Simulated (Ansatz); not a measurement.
Basis-set extrapolation for `CC1CCOCO1` (PBE0-D4/def2-TZVP geometry, frozen core, the Gaussian-basis code of Ansatz). Multiplicity 1, RHF reference.

```csv
,def2-TZVPP,def2-QZVPP
HF,-345.013041,-345.028968
MP2 correlation,-1.322206,-1.413855
CCSD(T) correlation,-1.426631,not run
```

Energies in hartree. Use E(X) = E(∞) + A·exp(−7.88·√X) for Hartree–Fock and E(X) = E(∞) + B·X^(−2.97) for correlation, with X = 3 and 4, and add CCSD(T) minus MP2 of the smaller set to the MP2 limit.

**Question.** What is the CCSD(T) energy at the basis-set limit?

**Answer.** HF limit: -345.028968 + (-0.015927) × 0.13774 = -345.03116. MP2 limit: -1.413855 + (-0.091649) × 0.74074 = -1.48174. Higher-order term: -1.426631 − (-1.322206) = -0.10442. Total: -346.61732 hartree, 111.5 kcal/mol below CCSD(T)/def2-TZVPP.
